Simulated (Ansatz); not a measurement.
Results of PBE0-D4 in Ansatz (PAW) for 2H MoS2.

Predict the interlayer binding energy, layer repeat distance and gap between the layers.


* **interlayer binding energy**: 29.3 meV/Å²
* **layer repeat distance**: 6.066 Å
* **gap between the layers**: 2.967 Å

Measured, for comparison: interlayer binding energy 34.3 ± 8 meV/Å² (temperature not stated, no zero-point or thermal correction, bulk; as tabulated in Ning et al. (2022), arXiv:2204.11717). Computed (rounded) less measured: interlayer binding energy -15 % (inside the measured uncertainty).

Ansatz is a first-principles code.
